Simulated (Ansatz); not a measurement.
**Double-hcp Pr**

Computed with rVV10 (plane waves, PAW; Ansatz, a first-principles code).

Settings: plane-wave cutoff 500 eV, 24×24×6 k mesh (along the axes of the cell as run), Fermi–Dirac smearing 0.1 eV, spin-polarised with parallel moments, scalar-relativistic PAW data made under PBE.

Cell: relaxed at this level.

volume per atom: 33.11 Å³/atom
lattice parameter a: 3.610 Å
c axis length: 11.734 Å
band gap: none

Note: the magnetic order was assumed, not searched for or taken from measurement; the 4f shell is treated without U or exact exchange, so its levels and filling can be wrong.

Spin–orbit coupling is not included.

The computed numbers hold no vibrational or temperature effects.

Computing time: about 60 core-minutes (a rough figure).
